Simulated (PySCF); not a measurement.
# [NO2]− (nitrite) at PBE0/STO-3G

Aim: the vertical ionisation energy of [NO2]− (nitrite) at PBE0/STO-3G, from 2 runs. The job is set up through a Python script.

The calculation is run with PySCF 2.14.0.

24 further runs of the same task are left out: 10 that didn't finish, 14 set aside as unsound or not needed.

## (1) The structure to begin with

[NO2]−: 3 atoms, total charge -1, spin state singlet. SMILES: `O=N[O-]`. Geometry: relaxed at PBE0-D4/def2-TZVPD.

Bond lengths: O1–N2 1.245 Å, N2–O3 1.245 Å. Angles: O1–N2–O3 116.8°.

## (2) The energy at PBE0/STO-3G

File mol.xyz:

```xyz
3

O      0.322840     0.992650     0.287620
N      0.325750    -0.245400     0.151990
O     -0.648590    -0.747260    -0.439610
```

File job.py:

```python
from pyscf import gto, dft

system = gto.M(
    atom='mol.xyz',
    verbose=4,
    max_memory=1860,
    basis='sto-3g',
    charge=-1,
    spin=0,
)

mf = dft.RKS(system)
mf.xc = 'pbe0'
mf.grids.level = 5
mf.conv_tol = 1e-10
mf.kernel()
if not mf.converged:
    mf = mf.newton().run(mf.mo_coeff, mf.mo_occ)

energy = mf.e_tot
print('E = %.10f Eh' % energy)
```

Command:

```console
$ OMP_NUM_THREADS=1 python job.py
```

The program printed:

```text
PySCF version 2.14.0

[INPUT] num. atoms = 3
[INPUT] num. electrons = 24
[INPUT] charge = -1
[INPUT] spin (= nelec alpha-beta = 2S) = 0
[INPUT] symmetry False subgroup None
[INPUT] Mole.unit = angstrom
[INPUT] Symbol           X                Y                Z      unit          X                Y                Z       unit  Magmom
[INPUT]  1 O      0.322840000000   0.992650000000   0.287620000000 AA    0.610079182055   1.875836637550   0.543523027947 Bohr   0.0
[INPUT]  2 N      0.325750000000  -0.245400000000   0.151990000000 AA    0.615578285077  -0.463738790968   0.287219473673 Bohr   0.0
[INPUT]  3 O     -0.648590000000  -0.747260000000  -0.439610000000 AA   -1.225657467132  -1.412116743842  -0.830742501620 Bohr   0.0

nuclear repulsion = 63.5524637308991
number of shells = 9
number of NR pGTOs = 45
number of NR cGTOs = 15
basis = sto-3g
ecp = {}

******** <class 'pyscf.dft.rks.RKS'> ********
method = RKS
initial guess = minao
damping factor = 0
level_shift factor = 0
DIIS = <class 'pyscf.scf.diis.CDIIS'>
diis_start_cycle = 1
diis_space = 8
diis_damp = 0
SCF conv_tol = 1e-10
SCF conv_tol_grad = None
SCF max_cycles = 50
direct_scf = True
direct_scf_tol = 1e-13
XC library pyscf.dft.libxc version 7.0.0
    S. Lehtola, C. Steigemann, M. J.T. Oliveira, and M. A.L. Marques.,  SoftwareX 7, 1–5 (2018)
XC functionals = pbe0
radial grids:
    Treutler-Ahlrichs [JCP 102, 346 (1995); DOI:10.1063/1.469408] (M4) radial grids

becke partition: Becke, JCP 88, 2547 (1988); DOI:10.1063/1.454033
pruning grids: <function nwchem_prune>
grids dens level: 5
symmetrized grids: False
atomic radii adjust function: <function treutler_atomic_radii_adjust>
small_rho_cutoff = 0
Set gradient conv threshold to 1e-05
Initial guess from minao.
tot grids = 128072
init E= -202.578002387206
  HOMO = -0.198258010659829  LUMO = -0.037797199744175  gap/eV = 4.36636
cycle= 1 E= -201.820576884821  delta_E= 0.757  |g|= 0.69  |ddm|= 2.92
  HOMO = 0.32937534531857  LUMO = 0.476013041401059  gap/eV = 3.99021
cycle= 2 E= -201.748382618501  delta_E= 0.0722  |g|= 0.844  |ddm|= 1.66
  HOMO = 0.299792620468841  LUMO = 0.49043842394998  gap/eV = 5.18774
cycle= 3 E= -201.958821130997  delta_E= -0.21  |g|= 0.00447  |ddm|= 0.948
  HOMO = 0.296812110718589  LUMO = 0.490936555353887  gap/eV = 5.28240
cycle= 4 E= -201.958833003329  delta_E= -1.19e-05  |g|= 0.00187  |ddm|= 0.0102
  HOMO = 0.296823978730736  LUMO = 0.490905035983293  gap/eV = 5.28121
cycle= 5 E= -201.958833824325  delta_E= -8.21e-07  |g|= 0.000513  |ddm|= 0.00198
  HOMO = 0.296827708645362  LUMO = 0.490908870236863  gap/eV = 5.28122
cycle= 6 E= -201.958833896332  delta_E= -7.2e-08  |g|= 0.0002  |ddm|= 0.000825
  HOMO = 0.296834367274523  LUMO = 0.49091643640245  gap/eV = 5.28124
cycle= 7 E= -201.958833908638  delta_E= -1.23e-08  |g|= 5.06e-06  |ddm|= 0.000243
  HOMO = 0.296834400707758  LUMO = 0.490916581579513  gap/eV = 5.28125
cycle= 8 E= -201.958833908645  delta_E= -7.28e-12  |g|= 4.33e-07  |ddm|= 7.51e-06
  HOMO = 0.29683439904185  LUMO = 0.490916550679906  gap/eV = 5.28124
Extra cycle  E= -201.958833908645  delta_E= 2.27e-13  |g|= 5.61e-07  |ddm|= 1.01e-06
converged SCF energy = -201.958833908645
E = -201.9588339086 Eh
```

Wall time 1.8 s (1 thread of Arm Neoverse V1, shared host); peak memory 0.18 GiB.

## (3) Doublet neutral NO2

File start.xyz:

```xyz
3
NO2
O      0.322840     0.992650     0.287620
N      0.325750    -0.245400     0.151990
O     -0.648590    -0.747260    -0.439610
```

File run.py:

```python
from pyscf import gto, dft

mol = gto.M(
    atom='start.xyz',
    spin=1,
    charge=0,
    verbose=4,
    max_memory=1860,
    basis='sto-3g',
)

calc0 = dft.UKS(mol)
calc0.xc = 'pbe0'
calc0.conv_tol = 1e-10
calc0.grids.level = 5
calc0.kernel()
if not calc0.converged:
    calc0 = calc0.newton().run(calc0.mo_coeff, calc0.mo_occ)

etot = calc0.e_tot
print('Final energy', etot)
```

Command:

```console
$ OMP_NUM_THREADS=1 python run.py
```

The program printed:

```text
PySCF version 2.14.0

[INPUT] num. atoms = 3
[INPUT] num. electrons = 23
[INPUT] charge = 0
[INPUT] spin (= nelec alpha-beta = 2S) = 1
[INPUT] symmetry False subgroup None
[INPUT] Mole.unit = angstrom
[INPUT] Symbol           X                Y                Z      unit          X                Y                Z       unit  Magmom
[INPUT]  1 O      0.322840000000   0.992650000000   0.287620000000 AA    0.610079182055   1.875836637550   0.543523027947 Bohr   0.0
[INPUT]  2 N      0.325750000000  -0.245400000000   0.151990000000 AA    0.615578285077  -0.463738790968   0.287219473673 Bohr   0.0
[INPUT]  3 O     -0.648590000000  -0.747260000000  -0.439610000000 AA   -1.225657467132  -1.412116743842  -0.830742501620 Bohr   0.0

nuclear repulsion = 63.5524637308991
number of shells = 9
number of NR pGTOs = 45
number of NR cGTOs = 15
basis = sto-3g
ecp = {}

[... 74 lines left out ...]
converged SCF energy = -202.084584414775  <S^2> = 0.75454963  2S+1 = 2.0045445
Final energy -202.08458441477524
```

Run time: 3 s. Hardware: 1 thread of Arm Neoverse V1, shared host; peak memory 0.18 GiB.

## (4) Outcome

Level: PBE0/STO-3G.

| quantity | value |
| --- | --- |
| singlet [NO2]−: total energy | -201.95883 Eh |
| singlet [NO2]−: HOMO energy | 8.08 eV |
| singlet [NO2]−: LUMO energy | 13.36 eV |
| singlet [NO2]−: HOMO–LUMO gap (to an unbound level, set by the basis) | 5.28 eV |
| doublet neutral NO2: total energy | -202.08458 Eh |
| doublet neutral NO2: dipole moment | 0.08 D |
| doublet neutral NO2: HOMO energy (highest over α and β) | -5.23 eV |
| doublet neutral NO2: LUMO energy (lowest over α and β) | -1.19 eV |
| doublet neutral NO2: ⟨S²⟩ | 0.755 |
| vertical detachment energy (to the doublet neutral) | -3.422 eV |

What this shows: The species is unbound against losing an electron at this level, by 3.42 eV (−79 kcal/mol); missing correlation or diffuse functions can give that sign where the real anion is bound. In a minimal basis such a difference can be off by several eV, whatever the method. The HOMO (singlet [NO2]−) lies at positive energy, 8.08 eV; only total energies tell whether the electron is bound.
